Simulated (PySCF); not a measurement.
Indirect couplings

Bonds (- single, = double, # triple, : aromatic): C1-C2 1.520 Å, C2-F3 1.363 Å, C2-F4 1.363 Å, C2-C5 1.469 Å, C5#N6 1.140 Å. C1 carries H7, H8, H9.

Method: B3LYP/pcJ-1//GFN2-xTB, PySCF 2.14.0 with density-fitted response routines; isolated molecule, single conformer, non-relativistic. Couplings are averaged over pairs made equivalent by symmetry, fast rotation or ring inversion, so a value needn't be that of the named pair in this geometry, while other rotamers aren't included; one pair stands for each set, and the list holds those of at least 1.5 Hz over up to four bonds. One-bond C–F couplings come out tens of Hz too large with common functionals.

Isotopes: ¹³C, ¹⁹F, ¹H, ¹⁵N.

```tsv
pair	bonds	J (Hz)
C1, C2	1	49.1
C1, H7	1	139.0
C2, F3	1	-303.0
C2, C5	1	97.6
C5, N6	1	-20.4
C1, F3	2	?
C1, C5	2	6.1
C2, N6	2	?
C2, H7	2	?
F3, F4	2	276.1
F3, C5	2	42.8
H7, H8	2	-14.4
F3, H7	3	?
C5, H7	3	3.2
```

Problem. Estimate the withheld couplings, with signs.

Solution. 
- ²J(C1,F3) = 25.2 Hz (angle at C2 111°)
- ²J(C2,N6) = 1.7 Hz (angle at C5 178°)
- ²J(C2,H7) = -4.3 Hz (mean over equivalent pairs that range from -8.9 to -1.9 Hz in this conformer)
- ³J(F3,H7) = 16.2 Hz (mean over equivalent pairs that range from 1.9 to 38.4 Hz in this conformer)
